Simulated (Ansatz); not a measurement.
# Si2BH6+: single points off equilibrium

The task here is to estimate one member of a computed series from the others.

Program: Ansatz 0.2.0, Gaussian basis. Level of theory: single points in def2-TZVPP. These are calculated values, not measurements.

Cores are frozen in the correlated methods.

**The system as given**

SMILES `[SiH2+]B[SiH3]`, 9 atoms, charge 1, spin multiplicity 1.

Atoms are counted from 1 here; the program's logs count them from 0.

Bond lengths: Si1–B2 2.011 Å, Si1–H4 1.581 Å, Si1–H5 1.465 Å, B2–Si3 2.032 Å, B2–H6 0.828 Å, Si3–H7 1.333 Å, Si3–H8 1.619 Å, Si3–H9 1.424 Å. Angles: B2–Si1–H4 128.3°, B2–Si1–H5 137.3°, H4–Si1–H5 93.8°, Si1–B2–Si3 114.3°, Si1–B2–H6 111.7°, Si3–B2–H6 133.7°, B2–Si3–H7 111.0°, B2–Si3–H8 113.2°, B2–Si3–H9 103.3°, H7–Si3–H8 112.5°, H7–Si3–H9 115.4°, H8–Si3–H9 100.8°.

Geometry (Å):

```xyz
9
charge 1, multiplicity 1
Si   -1.1661    1.0176   -0.9396
B     0.5694    0.8002    0.0532
Si    0.8353   -1.0378    0.8776
H    -2.2779   -0.0709   -1.2200
H    -1.9735    2.1210   -1.4671
H     0.9890    1.5122    0.0952
H     1.9420   -1.0735    1.6189
H     0.7765   -2.2385   -0.2068
H    -0.3811   -1.2582    1.5853
```

Set-up of the first run:

run/in.yaml reads:

```yaml
crystal:
  periodic: [false, false, false]
  atoms:
    - {symbol: Si, position_ang: [-1.166100, 1.017600, -0.939600]}
    - {symbol: B, position_ang: [0.569400, 0.800200, 0.053200]}
    - {symbol: Si, position_ang: [0.835300, -1.037800, 0.877600]}
    - {symbol: H, position_ang: [-2.277900, -0.070900, -1.220000]}
    - {symbol: H, position_ang: [-1.973500, 2.121000, -1.467100]}
    - {symbol: H, position_ang: [0.989000, 1.512200, 0.095200]}
    - {symbol: H, position_ang: [1.942000, -1.073500, 1.618900]}
    - {symbol: H, position_ang: [0.776500, -2.238500, -0.206800]}
    - {symbol: H, position_ang: [-0.381100, -1.258200, 1.585300]}
basis:
  gaussian: {orbitals: def2-TZVPP}
total_charge: 1
correlation: {method: ccsd_t}
output: {forces: true}
```

The command line of these runs was not kept.

Steps of the session up to this table: CCSD(T)/def2-TZVPP; PBE0-D4/def2-TZVPP; wB97M-V/def2-TZVPP; r2SCAN-D4/def2-TZVPP; PBE-D4/def2-TZVPP; r2SCAN0-D4/def2-TZVPP; SPW92/def2-TZVPP.

One table of the session follows, with a row left open; its other results are not shown here.

| method | RMS force component (eV/Å) | angle to CCSD(T) forces (°) |
| --- | --- | --- |
| CCSD(T) | 6.710 | reference |
| PBE0-D4 | 6.720 | 1.1 |
| wB97M-V | 6.633 | 0.5 |
| r2SCAN-D4 | 6.705 | 1.4 |
| PBE-D4 | 6.706 | 2.3 |
| r2SCAN0-D4 | ? | ? |
| SPW92 | 6.778 | 3.3 |

Estimate the missing values for r2SCAN0-D4.

The run gave: RMS force component (eV/Å): 6.708; angle to CCSD(T) forces (°): 0.7. In the column «RMS force component (eV/Å)» it lies between PBE-D4 (6.706) and CCSD(T) (6.710).
